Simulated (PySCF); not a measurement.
A geometry optimisation on ketene (`C=C=O`).

Method: PBE0/def2-TZVP geometry optimisation, gas phase (PySCF 2.14.0). Start geometry: GFN2-xTB. A driver script takes a list of jobs; this job's settings line and coordinates (Å) are shown.

Input:
```
{"job": {"xc": "PBE0", "basis": "def2-TZVP", "grid": 1, "kind": "geom"}, "charge": 0, "multiplicity": 1}
C     -0.501155     0.015261     0.150200
C      0.730522    -0.020472    -0.226790
O      1.841199    -0.052777    -0.566428
H     -1.111105    -0.865879     0.135476
H     -0.950838     0.926720     0.490358
```

Output:
```
step   0  E = -152.48751271  max force = 0.029106
step   1  E = -152.48819682  max force = 0.002410
step   2  E = -152.48821371  max force = 0.000805
step   3  E = -152.48821758  max force = 0.000494
step   4  E = -152.48821786  max force = 0.000210
optimisation converged
```

Energies in Eh; «max force» is the largest Cartesian gradient component in Eh/bohr.

How much energy does the optimisation release, in eV?

E(step 0) − E(last step) = 0.000705 Eh, which is 0.019 eV.

Main results: final energy -152.48822 Eh after 4 steps; dipole 1.45 D.

Where do the atoms end?

0.017 Å rms from the input after alignment:
```
atom  x, y, z in Å
C1    -0.4503   -0.0540    0.2208
C2     0.7841   -0.0670   -0.2086
O3     1.8762   -0.0788   -0.5880
H4    -1.0265   -0.9670    0.2092
H5    -0.8772    0.8706    0.5795
```

Hardware: one thread, Arm Neoverse V2 (aarch64), shared host with 96 logical CPUs at a one-minute load of 11. Cost: 4.6 s, 0.39 GiB resident at most.
Labels such as C1 count atoms from 1, the log's own numbers from 0.
